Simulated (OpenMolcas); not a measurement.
**BH3 (SMILES B): levels of theory compared**

Aim: a comparison of 6 runs (HF/6-31G, B2PLYP/6-31G, r2SCAN/6-31G, MP2/6-31G, ACPF/6-31G, CCSD(T)/6-31G) of BH3. 

The calculation is run with OpenMolcas 26.06.

### 1 The molecule

The species is BH3 (4 atoms), meant as a singlet with charge 0. SMILES: `B`. The shape is that of a PBE0-D4/def2-TZVP optimisation.

Bond lengths: B1–H2 1.193 Å, B1–H3 1.193 Å, B1–H4 1.193 Å. Angles: H2–B1–H3 120.0°, H2–B1–H4 120.0°, H3–B1–H4 120.0°.

### 2 The energy at HF/6-31G (run 1)

job.input reads:

```
* BH3 Hartree-Fock

&GATEWAY
 BasLib = $CurrDir
 Coord
 4
 angstrom
 B        0.013900      -0.015100      -0.005100
 H        0.982200       0.381700       0.568800
 H       -0.276200      -1.171800       0.043000
 H       -0.664400       0.744900      -0.626900
 Basis = 6-31G
 Group = NoSym

&SEWARD

&SCF
 Thresholds = 1e-10 1e-07 1e-07 1e-05
 PrOrbitals = 1 1
```

The basis set 6-31G is read from a file made from the Basis Set Exchange's data (not shown).

Started as:

```bash
$ export MOLCAS_MEM=1860
$ pymolcas job.input > job.log
```

The log of the run:

```text
--- Start Module: gateway ---
[...]
--- Stop Module: gateway /rc=_RC_ALL_IS_WELL_ ---
--- Start Module: seward ---
[...]
      Basis functions           15
--- Stop Module: seward /rc=_RC_ALL_IS_WELL_ ---
--- Start Module: scf ---
[...]
       Convergence after   9 Iterations
[...]
::    Total SCF energy                                -26.3767059905
[...]
      Total spin, S                                     0.0000000000
[...]
      Total electronic charge=    8.000000
      Total            charge=   -0.000000
[...]
      Dipole Moment (debye):
      Origin of the operator (angstrom)=    0.0139   -0.0151   -0.0051
                   X=  8.3316E-05               Y= -4.4496E-05               Z= -2.0161E-04           Total=  2.2264E-04
      Quadrupole Moment (debye*angstrom):
[...]
--- Stop Module: scf /rc=_RC_ALL_IS_WELL_ ---
[...]
```

Wall time 1.9 s (1 thread of AMD EPYC 7R43 (Zen 3), shared host); peak memory 0.37 GiB.

### 3 A single-point energy at B2PLYP/6-31G (run 2)

job.inp reads:

```
>>> EXPORT MOLCAS_PRINT=2

&GATEWAY
 BasLib=$CurrDir
 Coord
 4
 angstrom
 B        0.013900      -0.015100      -0.005100
 H        0.982200       0.381700       0.568800
 H       -0.276200      -1.171800       0.043000
 H       -0.664400       0.744900      -0.626900
 Basis=6-31G
 Group=NoSym

&SEWARD
 GridInput
 Grid=UltraFine
 End of Grid

&SCF
 KSDFT=B2PLYP_SCF
 Thresholds=1e-10 1e-07 1e-07 1e-05
 PrOrbitals=1 1

&MBPT2
 Frozen=1
```

The basis set 6-31G is read from a file made from the Basis Set Exchange's data (not shown).

Started as:

```bash
$ export MOLCAS_MEM=1860
$ pymolcas job.inp > job.log
```

The log of the run:

```text
--- Start Module: gateway ---
[...]
--- Stop Module: gateway /rc=_RC_ALL_IS_WELL_ ---
[...]
      Basis functions           15
[...]
--- Start Module: scf ---
[...]
       Convergence after   8 Iterations
[...]
::    Total KS-DFT energy                             -26.5239674480
[...]
      Total spin, S                                     0.0000000000
[...]
      Total electronic charge=    8.000000
      Total            charge=   -0.000000
[...]
      Dipole Moment (debye):
      Origin of the operator (angstrom)=    0.0139   -0.0151   -0.0051
                   X=  7.4627E-05               Y= -3.5507E-05               Z= -1.8135E-04           Total=  1.9929E-04
      Quadrupole Moment (debye*angstrom):
[...]
--- Stop Module: scf /rc=_RC_ALL_IS_WELL_ ---
[...]
--- Start Module: mbpt2 ---
[...]
 ###    WARNING: MP2 implementation intended for RHF references only         ###
 ###############################################################################
MBPT2 WARNING: Reference function according to RunFile:KS-DFT
I'll assume you know what you're doing and continue
WARNING!
Default frozen orbitals as non valence orbitals is overwritten by user input.
Default values:   1
[...]
       Reference weight ( Cref**2 )         =        0.96493
::    Total MBPT2 energy                              -26.5920171099
[...]
      Total MBPT2 calculations                           0.04      0.04
--- Stop Module: mbpt2 /rc=_RC_ALL_IS_WELL_ ---
[...]
```

Run time: 3.6 s. Hardware: 1 thread of AMD EPYC 7R43 (Zen 3), shared host; peak memory 0.37 GiB.

Runs 3 to 5 aren't shown in full; the table further down has their settings and results.

### 4 A single-point energy at CCSD(T)/6-31G (run 6)

job.inp reads:

```
* BH3 CCSD(T)
>>> EXPORT MOLCAS_PRINT=2

&GATEWAY
  BASLIB=$CurrDir
  COORD
  4
  angstrom
  B        0.013900      -0.015100      -0.005100
  H        0.982200       0.381700       0.568800
  H       -0.276200      -1.171800       0.043000
  H       -0.664400       0.744900      -0.626900
  BASIS=6-31G
  GROUP=NoSym

&SEWARD

&SCF
  THRESHOLDS=1e-10 1e-07 1e-07 1e-05
  PRORBITALS=1 1

&RASSCF
  FILEORB=$Project.ScfOrb
  SPIN=1
  NACTEL=0 0 0
  INACTIVE=4
  RAS2=0
  OUTORBITALS=Canonical
  ORBLISTING=Nothing

&MOTRA
  JOBIPH
  FROZEN=1

&CCSDT
  CCT
  TRIPLES=2
  ITERATIONS=80
  ACCURACY=1e-08
  EXTRAPOLATION=5 4
```

The basis set 6-31G is read from a file made from the Basis Set Exchange's data (not shown).

Started as:

```bash
$ export MOLCAS_MEM=1860
$ pymolcas job.inp > job.log
```

The log of the run:

```text
--- Start Module: gateway ---
[...]
--- Stop Module: gateway /rc=_RC_ALL_IS_WELL_ ---
[...]
      Basis functions           15
[...]
       Convergence after   9 Iterations
[...]
::    Total SCF energy                                -26.3767059905
[...]
      Total spin, S                                     0.0000000000
[...]
      Number of active orbitals                  0
[...]
      Spin quantum number                      0.0
[...]
      Active orbitals                            0
[...]
      Number of CSFs                             1
[...]
      Number of root(s) required                 1
[...]
      Convergence after  4 iterations
[...]
      Natural orbitals and occupation numbers for root  1
      ************************************************************************************************************************
      *                                                    Final results                                                     *
      ************************************************************************************************************************
[...]
::    RASSCF root number  1 Total energy:    -26.37670599
[...]
      Total electronic charge=    8.000000
      Total            charge=   -0.000000
[...]
      Dipole Moment (debye):
      Origin of the operator (angstrom)=    0.0139   -0.0151   -0.0051
                   X=  8.3316E-05               Y= -4.4496E-05               Z= -2.0161E-04           Total=  2.2264E-04
      Quadrupole Moment (debye*angstrom):
[...]
--- Start Module: motra ---
[...]
      *** WARNING: Default frozen orbitals is overwritten by user input.
      *** Default values:   1
[...]
--- Stop Module: motra /rc=_RC_ALL_IS_WELL_ ---
--- Start Module: ccsdt ---
[...]
      Convergence after                    12  Iterations
      Total energy (diff) :     -26.44860882       0.00000000
[...]
 METHOD                       : CCSD+T(CCSD)+<T3(1)WT1> = CCSD(T)
[...]
       CCSD     =       -26.4486088157913
[...]
--- Stop Module: ccsdt /rc=_RC_ALL_IS_WELL_ ---
[...]
```

Run time: 2.9 s. Hardware: 1 thread of AMD EPYC 7R43 (Zen 3), shared host; peak memory 0.37 GiB.

### 5 The series

```tsv
run	level	frozen core orbitals	integration grid	energy (Eh)	dipole moment (D) of the reference	HOMO energy (eV)	LUMO energy (eV)	wall time
1	HF/6-31G	–	–	-26.376706	0.00	-13.48	2.32	1.9 s
2	B2PLYP/6-31G	1	UltraFine	-26.542341	0.00	-11.22	-0.10	3.6 s
3	r2SCAN/6-31G	–	UltraFine	-26.568487	0.00	-8.76	-2.31	4.2 s
4	MP2/6-31G	1	–	-26.431775	0.00	-13.48	2.32	2 s
5	ACPF/6-31G	1	–	-26.448854	0.00	-13.48	2.32	2.1 s
6	CCSD(T)/6-31G	1	–	-26.449425	0.00	-13.48	2.32	2.9 s
```

### 6 What came out

| quantity | value |
| --- | --- |
| run 6: total energy | -26.44943 Eh |
| run 6: dipole moment (mean-field density) | 0.00 D |
| run 6: HOMO energy (Hartree–Fock orbitals) | -13.48 eV |
| run 6: LUMO energy (Hartree–Fock orbitals) | 2.32 eV |
| run 6: HOMO–LUMO gap (Hartree–Fock orbitals) | 15.80 eV |
| run 6: correlation energy (1 core orbital frozen) | -72.7 mEh |
| run 6: (T) correction | -0.82 mEh |

What this shows: Below the HF energy at the same shape and in the same basis (6-31G): MP2 -55.1 mEh; ACPF -72.1 mEh; CCSD(T) -72.7 mEh. Over runs 1, 2, 3 the HOMO–LUMO gap runs from 6.45 eV (r2SCAN/6-31G) to 15.80 eV (HF/6-31G). Exact exchange widens orbital gaps. For B2PLYP the log adds the whole second-order term; the table takes 0.27 of it, as the functional is defined. Totals of different functionals can't be ranked against each other. All runs together took 17 s, the longest 4.2 s.
